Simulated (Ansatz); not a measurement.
## Counterpoise correction, worked out

The pair of H₂O (SMILES O, atoms 1–3) and HCl (SMILES Cl, atoms 4–5), both closed shells, in one local arrangement (a lower one may exist), relaxed at PBE0-D4/def2-TZVP:

O1  (0.276, 0.132, -0.797)
H2  (0.290, -0.729, -1.223)
H3  (-0.413, 0.634, -1.240)
Cl4  (-0.196, -0.072, 2.269)
H5  (0.043, 0.035, 0.991)
(Å)

Ansatz 0.2.0; basis: def2-TZVPPD; cores frozen in the correlated methods.

CCSD(T) total energies in eV:

| system | geometry | basis functions | energy |
| --- | --- | --- | --- |
| pair | pair | all | -14603.87470 |
| H₂O | as in the pair | all (partner as ghosts) | -2077.34834 |
| HCl | as in the pair | all (partner as ghosts) | -12526.31946 |
| H₂O | as in the pair | its own | -2077.33388 |
| HCl | as in the pair | its own | -12526.30690 |
| H₂O | free (PBE0-D4 minimum) | its own | -2077.33568 |
| HCl | free (PBE0-D4 minimum) | its own | -12526.32008 |

**Question.** Work out the interaction energy with and without the counterpoise correction, the superposition error, and the binding energy from the relaxed fragments.

**Answer.** Without correction: -14603.87470 − (-2077.33388) − (-12526.30690) = -0.23392 eV.
With correction (each fragment in the whole basis): -14603.87470 − (-2077.34834) − (-12526.31946) = -0.20690 eV = -4.77 kcal/mol.
The superposition error is the difference, 0.02702 eV, 12 % of the uncorrected value: each fragment borrows its partner's functions.
Deformation from the free shapes: 0.00180 eV for H₂O and 0.01318 eV for HCl.
Binding energy from relaxed fragments: -0.20690 + 0.00180 + 0.01318 = -0.19192 eV = -4.43 kcal/mol (electronic, without zero-point energy; negative means bound). For comparison, the corrected interaction energy by CCSD(T) at an estimated basis limit (MP2 extrapolated from triple and quadruple zeta, plus CCSD(T) − MP2 in triple zeta) is -0.235 eV; triple zeta with the correction binds less.

T1 diagnostic: at most 0.011.

For scale, one of the runs: CCSD(T)/def2-TZVPPD, 142 basis functions, launched by `ansatz run in.yaml --threads 2 --pin off --events-out ev --progress --plain --max-ram 5222MiB`. The run took 7 s on 2 CPU threads of an Intel Xeon Platinum 8175M (shared host), with 0.8 GiB of host memory at its peak.
